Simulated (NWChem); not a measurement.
System: CH₂ cation, doublet

```xyz
3

C     -0.0882    -0.0288     0.0000
H      0.2631     0.0860    -1.0466
H      0.2631     0.0860     1.0466
```
Atoms are numbered in this order, from 1.

Computed with NWChem. Spin-unrestricted. Coordinates come from a PBE0/def2-SVP, spin-unrestricted optimisation. No stability test was run on the SCF state. Solvent water, SMD (1 M gas to 1 M solution), gas-phase geometry. Reactions with the solvent are ignored.

```json
[
 {"level": "B3LYP/3-21G", "basis functions": "13", "solvation free energy (kcal/mol)": "-82.7", "cavity-dispersion-structure term (kcal/mol)": "5.0"},
 {"level": "B3LYP/pcseg-1", "basis functions": "24", "solvation free energy (kcal/mol)": "-82.5", "cavity-dispersion-structure term (kcal/mol)": "5.0"},
 {"level": "B3LYP/aug-pcseg-1", "basis functions": "41", "solvation free energy (kcal/mol)": "-82.4", "cavity-dispersion-structure term (kcal/mol)": "5.0"},
 {"level": "B3LYP/pcseg-2", "basis functions": "58", "solvation free energy (kcal/mol)": "-82.4", "cavity-dispersion-structure term (kcal/mol)": "5.0"},
 {"level": "B3LYP/def2-TZVPP", "basis functions": "59", "solvation free energy (kcal/mol)": "-82.4", "cavity-dispersion-structure term (kcal/mol)": "5.0"},
 {"level": "B3LYP/def2-QZVP", "basis functions": "117", "solvation free energy (kcal/mol)": "-82.4", "cavity-dispersion-structure term (kcal/mol)": "5.0"}
]
```
